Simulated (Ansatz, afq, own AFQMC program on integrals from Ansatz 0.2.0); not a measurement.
# AFQMC, coupled cluster and functionals along a coordinate of SiH2, triplet

```xyz
3

Si    0.0000   -0.0507    0.0000
H     0.0000    0.7069   -1.2784
H     0.0000    0.7069    1.2784
```

The Si1–H2 distance is changed with both sides rigid. Energies in kcal/mol count from this geometry (1.486 Å) at the same level; the start stands on UHF, each point on the determinant named.

Basis cc-pVDZ. Noble-gas cores (and the filled d shells of Ga–Kr and In–Xe) are frozen. Ansatz 0.2.0 and our own AFQMC program on the same integrals; the CISD trial comes from CCSD amplitudes, and released means the phaseless constraint is let go. Error bars are statistical, one sigma.

Cautions, each for one point or more: lower spins were not checked; raised T1 diagnostic; unrestricted determinant slightly spin contaminated; unrestricted determinant spin contaminated.

```json
{"r(Si1–H2) / Å": "1.359", "det.": "UHF", "T1": "0.014", "weight": "0.94", "⟨S²⟩": "2.01", "B3LYP": "4.6", "r2SCAN": "4.6", "CCSD(T)": "4.5"}
{"r(Si1–H2) / Å": "1.637", "det.": "UHF", "T1": "0.016", "weight": "0.93", "⟨S²⟩": "2.01", "B3LYP": "3.0", "r2SCAN": "3.2", "CCSD(T)": "3.4"}
{"r(Si1–H2) / Å": "2.052", "det.": "UHF", "T1": "0.044", "weight": "0.89", "⟨S²⟩": "2.08", "B3LYP": "27.3", "r2SCAN": "28.9", "CCSD(T)": "29.0"}
{"r(Si1–H2) / Å": "2.703", "det.": "UHF", "T1": "0.046", "weight": "0.89", "⟨S²⟩": "2.18", "B3LYP": "52.5", "r2SCAN": "56.8§", "CCSD(T)": "54.0"}
{"r(Si1–H2) / Å": "3.978", "det.": "UHF", "T1": "0.027", "weight": "0.92", "⟨S²⟩": "2.04", "B3LYP": "57.4", "r2SCAN": "64.9", "CCSD(T)": "55.9"}
```

(1) Estimate the curve of full CI, counted from the same start.

## Answers

(1) 
```tsv
r(Si1–H2) / Å	det.	T1	weight	⟨S²⟩	FCI	ph-AFQMC/CISD	released AFQMC	CCSDT(Q)
1.359	UHF	0.014	0.94	2.01	4.5	4.5 ± 0.03	4.5 ± 0.02	4.5
1.637	UHF	0.016	0.93	2.01	3.3	3.3 ± 0.04	3.4 ± 0.02	3.3
2.052	UHF	0.044	0.89	2.08	28.6	28.7 ± 0.05	28.6 ± 0.03	28.6
2.703	UHF	0.046	0.89	2.18	53.7	53.9 ± 0.04	53.9 ± 0.03	53.7
3.978	UHF	0.027	0.92	2.04	56.0	56.0 ± 0.03	56.0 ± 0.03	56.0
```

Weight is that of the determinant in the CISD state; at the start T1 is 0.015 and the weight 0.94, and ⟨S²⟩ is 2.01. Symmetry can't show for every point that it stays on the start's state. § marks a functional whose ⟨S²⟩ is too high by over 0.1. Largest departures from full CI: CCSD(T) 0.4 kcal/mol at 2.052 (on UHF), ph-AFQMC/CISD 0.2 kcal/mol at 2.703 (on UHF), released AFQMC 0.2 kcal/mol at 2.703 (on UHF), CCSDT(Q) 0.0 kcal/mol at 2.703 (on UHF). The functionals aren't scored here. In this small basis the wave-function levels are far from their limit, so their gap to the functionals isn't the functionals' error.

CCSDT and higher add their correlation energy to the determinant of the CCSD(T) run, since their own runs factorise the integrals more tightly (a shift of under 2 meV). A walk keeps the symmetry of its determinant, which the program's search chose and which needn't be the lowest solution, so a lower state of the same spin and another symmetry isn't excluded. Released energies are given only where the last usable release times agree within the noise; a slower fall can still hide under it.
